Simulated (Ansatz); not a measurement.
Energy needed to pull apart CHNO (SMILES N#CO), closed shell, into free ground-state atoms, from the structure below (displaced at random from a GFN2-xTB minimum); no zero-point or spin–orbit terms; open-shell atoms are treated unrestricted, in their ground-state multiplicity.

```xyz
4
angstrom
N -1.3998 -0.0454 0.9032
C -0.5071 0.0928 0.1826
O 0.6401 0.3223 -0.5579
H 1.2230 -0.3989 -0.5988
```

Ansatz 0.2.0; basis: def2-TZVPP; cores frozen in the correlated methods.

| method | atomization energy (eV) |
| --- | --- |
| PBE-D4 | 18.60 |
| r2SCAN-D4 | 17.42 |
| B97M-V | 17.39 |
| PBE0-D4 | ? |
| CAM-B3LYP-D4 | 17.54 |
| wB97M-V | ? |
| HF | 10.23 |
| MP2 | 17.68 |
| CCSD | 16.28 |
| CCSD(T) | 16.83 |

What does wB97M-V give? (To be estimated.)

By the calculation: 17.58 eV, which is about 0.75 eV more than CCSD(T)/def2-TZVPP.

What does PBE0-D4 give? (To be estimated.)

The calculation gives: 17.53 eV, which is about 0.70 eV more than CCSD(T)/def2-TZVPP.

In triple zeta the MP2 and coupled-cluster atomization energies are still short of their basis limit by a few kcal/mol a bond, whereas those of the functionals are nearly converged, so these differences are not deviations from converged CCSD(T).

The T1 diagnostic stays at or below 0.015.

For scale, one of the runs: CCSD(T)/def2-TZVPP forces, 107 basis functions (an equivalent command: `ansatz run in.yaml --threads 4`). Time: 9 s of wall clock on 4 CPU threads; the host was shared. Peak host memory: 0.67 GiB.
